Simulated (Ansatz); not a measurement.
## GaC⁺, triplet: the ladder up to RCCSDT(Q)

Geometry: that of the GaC, quartet, kept fixed.

```xyz
2

C     0.0000    0.0000    0.0000
Ga    0.0000    0.0000    2.0016
```

Basis cc-pVTZ; Ansatz 0.2.0. Only valence electrons are correlated (noble-gas cores and the filled d shells of p-block atoms frozen), which leaves 6 electrons in 58 orbitals. Prefix R: restricted or restricted open-shell reference; prefix U: unrestricted. Active spaces: valence = (6e, 8o) chosen from the atoms' valence shells. No spin–orbit coupling is included, and no scalar relativity.

Full CI isn't at hand for all of this; RCCSDT(Q) serves as the reference, and is uncertain by about the last step of the cluster series. The frozen core follows each run's orbitals, which can shift R against U totals by a few meV for light atoms and by up to 0.1 eV past Ca.

```
UHF ⟨S²⟩                          : 2.639
T1 diagnostic (RCCSD)             : 0.0688
largest doubles amplitude (RCCSD) : 0.184
```

```
   level  E − E(RCCSDT(Q)) (kJ/mol)  share of correlation (%)  wall time
     RHF                      443.1                      0.00          –
    RMP2                      118.3                     73.30          –
   RCCSD                       27.9                     93.70          –
RCCSD(T)                        6.7                     98.49       44 s
 BCCD(T)                        7.5                     98.30       45 s
  RCCSDT                        1.2                     99.72          –
```

The correlation energy at RCCSDT(Q), counted from RHF, is -4.593 eV. That run took 1.9 min on 1 thread of Arm Neoverse N1, shared host.

Run but not shown, since their state, orbitals or frozen core can't be matched to the reference's or they repeat it: UHF, UMP2, UCCSD, UCCSD(T), UCCSDT, UCCSDT(Q), CASSCF (valence space), NEVPT2 (valence space), MRCISD (valence space), MRCISD+Q (valence space).

Times hold each run's SCF and search for its determinant on a shared host, so for small cases they say little of a method's own cost; they ran on 1 thread of Arm Neoverse N1.

Natural occupations of CASSCF (valence space) about the gap: 1.967 1.787 0.987 0.987 0.196 0.029 0.029 0.020; effectively unpaired electrons, Σ n²(2−n)², 2.28.
